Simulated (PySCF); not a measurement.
# doublet [SO2]+ at 6 levels

Wanted: a comparison of 6 runs (U-r2SCAN/def2-TZVPP, U-revPBE/def2-TZVPP, U-wB97X/def2-TZVPP, UB3LYP/def2-TZVPP, UCAM-B3LYP/def2-TZVPP, UPBE0/def2-TZVPP) of doublet [SO2]+. Input form: a Python script.

The results are computed with PySCF 2.14.0.

1 further run of the same task is left out (set aside as unsound or not needed).

### Step 1. The structure to begin with

The species is [SO2]+ (3 atoms), meant as a doublet with charge +1. SMILES of the parent species: `O=S=O`. The coordinates come from a PBE0-D4/def2-TZVP relaxation. That shape belongs to the parent species and isn't relaxed for this state.

Bond lengths: O1–S2 1.431 Å, S2–O3 1.431 Å. Angles: O1–S2–O3 118.9°.

### Step 2. A single-point energy at U-r2SCAN/def2-TZVPP (run 1)

Input file run.py:

```python
from pyscf import gto, dft

mol = gto.Mole()
mol.atom = [
    ('O', (-0.974420, 0.645900, -0.459510)),
    ('S', (0.269520, 0.357380, 0.186790)),
    ('O', (0.704900, -1.003280, 0.272720)),
]
mol.basis = 'def2-tzvpp'
mol.verbose = 3
mol.spin = 1
mol.max_memory = 1860
mol.charge = 1
mol.build()

mf = dft.UKS(mol)
mf.xc = 'r2scan'
mf.grids.level = 5
mf.conv_tol = 1e-10
mf.kernel()
if not mf.converged:
    mf = mf.newton().run(mf.mo_coeff, mf.mo_occ)

e_tot = mf.e_tot
print('E = %.10f Eh' % e_tot)
```

The run is started by

```sh
$ OMP_NUM_THREADS=1 python run.py
```

The log of the run:

```text
WARN: HOMO -0.351635855393567 >= LUMO -0.35163585539356

WARN: HOMO -0.554018156258568 >= LUMO -0.553310646581948

converged SCF energy = -548.167715855054  <S^2> = 0.75908418  2S+1 = 2.0090636
E = -548.1677158551 Eh
```

Run time: 47 s. Hardware: 1 thread of Arm Neoverse V2, shared host; peak memory 0.58 GiB.

### Step 3. The energy at U-revPBE/def2-TZVPP (run 2)

Input file run.py:

```python
from pyscf import gto, dft

system = gto.M(
    atom='''
O     -1.841387     1.220574    -0.868348
S      0.509319     0.675350     0.352982
O      1.332068    -1.895924     0.515366
''',
    basis='def2-tzvpp',
    verbose=3,
    max_memory=1860,
    spin=1,
    charge=1,
    unit='bohr',
)

mf = dft.UKS(system, xc='revpbe')
mf.grids.level = 5
mf.conv_tol = 1e-10
mf.kernel()
if not mf.converged:
    mf = mf.newton().run(mf.mo_coeff, mf.mo_occ)

etot = mf.e_tot
print('Final energy', etot)
```

The run is started by

```sh
$ OMP_NUM_THREADS=1 python run.py
```

The log of the run:

```text
WARN: HOMO -0.339612142482039 >= LUMO -0.339612142482054

converged SCF energy = -548.160246515472  <S^2> = 0.75370914  2S+1 = 2.0037057
Final energy -548.1602465154721
```

It took 18 s on 1 thread of Arm Neoverse V2, shared host; peak memory 0.53 GiB.

### Step 4. A single-point energy at U-wB97X/def2-TZVPP (run 3)

Input file calc.py:

```python
from pyscf import gto, dft

molecule = gto.M(
    atom='O -0.974420 0.645900 -0.459510; S 0.269520 0.357380 0.186790; O 0.704900 -1.003280 0.272720',
    spin=1,
    basis='def2-tzvpp',
    max_memory=1860,
    charge=1,
    verbose=3,
)

mf = dft.UKS(molecule, xc='wb97x')
mf.grids.level = 5
mf.conv_tol = 1e-10
mf.kernel()
if not mf.converged:
    mf = mf.newton().run(mf.mo_coeff, mf.mo_occ)

energy = mf.e_tot
print(f'total energy: {energy:.8f} hartree')
```

The run is started by

```sh
$ OMP_NUM_THREADS=1 python calc.py
```

The log of the run:

```text
WARN: HOMO -0.355875067936893 >= LUMO -0.3558750679369

converged SCF energy = -548.20306468208  <S^2> = 0.7625134  2S+1 = 2.0124745
total energy: -548.20306468 hartree
```

Run time: 31 s. Hardware: 1 thread of Arm Neoverse V2, shared host; peak memory 0.53 GiB.

Runs 4 to 5 aren't shown in full; the table further down has their settings and results.

### Step 5. A single-point energy at UPBE0/def2-TZVPP (run 6)

Input file input.py:

```python
from pyscf import gto, dft

mol = gto.Mole()
mol.atom = '''
O     -1.841387     1.220574    -0.868348
S      0.509319     0.675350     0.352982
O      1.332068    -1.895924     0.515366
'''
mol.spin = 1
mol.unit = 'bohr'
mol.charge = 1
mol.verbose = 4
mol.basis = 'def2-tzvpp'
mol.max_memory = 1860
mol.build()

ks = dft.UKS(mol, xc='pbe0')
ks.grids.level = 5
ks.conv_tol = 1e-10
ks.kernel()
if not ks.converged:
    ks = ks.newton().run(ks.mo_coeff, ks.mo_occ)

energy = ks.e_tot
print('E = %.10f Eh' % energy)
```

The run is started by

```sh
$ OMP_NUM_THREADS=1 python input.py
```

The log of the run:

```text
PySCF version 2.14.0

[INPUT] num. atoms = 3
[INPUT] num. electrons = 31
[INPUT] charge = 1
[INPUT] spin (= nelec alpha-beta = 2S) = 1
[INPUT] symmetry False subgroup None
[INPUT] Mole.unit = bohr
[INPUT] Symbol           X                Y                Z      unit          X                Y                Z       unit  Magmom
[INPUT]  1 O     -0.974420036884   0.645899945041  -0.459509972748 AA   -1.841387000000   1.220574000000  -0.868348000000 Bohr   0.0
[INPUT]  2 S      0.269520007889   0.357379829395   0.186790030265 AA    0.509319000000   0.675350000000   0.352982000000 Bohr   0.0
[INPUT]  3 O      0.704900028996  -1.003279774436   0.272719942483 AA    1.332068000000  -1.895924000000   0.515366000000 Bohr   0.0

nuclear repulsion = 108.393833135604
number of shells = 36
number of NR pGTOs = 155
number of NR cGTOs = 104
basis = def2-tzvpp
ecp = {}

[... 86 lines left out ...]
converged SCF energy = -547.956961360508  <S^2> = 0.76151952  2S+1 = 2.0114865
E = -547.9569613605 Eh
```

Wall time 20 s (1 thread of Arm Neoverse V2, shared host); peak memory 0.53 GiB.

### Step 6. The series

| run | level | energy (Eh) | HOMO energy (eV) | LUMO energy (eV) | ⟨S²⟩ | wall time |
| --- | --- | --- | --- | --- | --- | --- |
| 1 | U-r2SCAN/def2-TZVPP | -548.167716 | -17.50 | -16.08 | 0.759 | 47 s |
| 2 | U-revPBE/def2-TZVPP | -548.160247 | -17.11 | -16.14 | 0.754 | 18 s |
| 3 | U-wB97X/def2-TZVPP | -548.203065 | -21.04 | -13.03 | 0.763 | 31 s |
| 4 | UB3LYP/def2-TZVPP | -548.266408 | -18.43 | -15.55 | 0.759 | 21 s |
| 5 | UCAM-B3LYP/def2-TZVPP | -548.210689 | -20.08 | -14.12 | 0.763 | 30 s |
| 6 | UPBE0/def2-TZVPP | -547.956961 | -18.67 | -15.22 | 0.762 | 20 s |

### Step 7. Results

| quantity | value |
| --- | --- |
| run 6: total energy | -547.95696 Eh |
| run 6: HOMO energy (highest over α and β) | -18.67 eV |
| run 6: LUMO energy (lowest over α and β) | -15.22 eV |
| run 6: ⟨S²⟩ | 0.762 |

Totals of different functionals can't be ranked against each other. All runs together took 2.8 min, the longest 47 s.
